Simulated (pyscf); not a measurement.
Elementary routes open to CH₄ (SMILES C) + Cl–SiH₂–Cl (SMILES Cl[SiH2]Cl) in the gas phase (singlet surface):
A. H₃C–SiH(Cl)–Cl (SMILES C[SiH](Cl)Cl) + H₂ (SMILES [H][H]) (C–H, H–Si broken; C–Si, H–H formed)
B. H₃C–SiH₂–Cl (SMILES C[SiH2]Cl) + HCl (SMILES Cl) (C–H, Cl–Si broken; C–Si, Cl–H formed)

Single points on ωB97X-D3(BJ)/def2-SVP structures (PySCF, gas phase).

### Question
Rank the routes by free-energy barrier at 600 K, lowest first, for ωB97M-D3(BJ)/def2-TZVP energies (ideal gas, 1 atm, RRHO with modes under 100 cm⁻¹ raised to 100, one conformer, R ln 2 for chiral ones without a mode under 150 cm⁻¹).

### Answer
B (324.5 kJ/mol), A (378.8 kJ/mol)

Route B is the fastest of these, ahead of the next by 54.3 kJ/mol. The most stable products are those of A (ΔG = +4.6 kJ/mol), whose barrier is 54.3 kJ/mol higher: the kinetic and the thermodynamic product differ. At 1200 K B is still the fastest. Only these routes are compared; each barrier is that of the saddle found, and lower ones may exist.
